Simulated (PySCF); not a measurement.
Isomers of H7NSi2. The calculation used PBE0-D3(BJ)/def2-SVP geometry optimisation, gas phase in PySCF. One conformer each; no zero-point energy, no entropy. No frequencies were run at this level. Point groups hold within 0.08 Å.

**Question.** Rank from lowest to highest electronic energy at this level (kJ/mol).
A. `[NH2:1][SiH2:2][SiH3:3]` with H–N1–Si2–Si3 167° and -51°
B. `[SiH3]N[SiH3]`

**Answer.** B (0.0), A (41.9).

As drawn, the higher has an Si–Si bond, which the lower lacks.

```json
{"SMILES": "[SiH3]N[SiH3]", "E (Eh)": "-637.43559", "E rel (kJ/mol)": "0.0", "dipole (D)": "0.92", "point group": "–", "A, B, C (MHz)": "24814, 2966, 2822"}
{"SMILES": "N[SiH2][SiH3]", "E (Eh)": "-637.41963", "E rel (kJ/mol)": "41.9", "dipole (D)": "1.56", "point group": "–", "A, B, C (MHz)": "13903, 3362, 2905"}
```

**Question.** How do the relative energies change in single points at PBE0/pcSseg-1 (no added dispersion term) on the same geometries?

**Answer.** 
| SMILES | PBE0-D3(BJ)/def2-SVP (kJ/mol) | PBE0/pcSseg-1 (kJ/mol) | shift |
| --- | --- | --- | --- |
| [SiH3]N[SiH3] | 0.0 | 0.0 | 0.0 |
| N[SiH2][SiH3] | 41.9 | 38.9 | -3.0 |

Each column counts from its own lowest isomer. The order is unchanged; the largest shift is 3.0 kJ/mol.
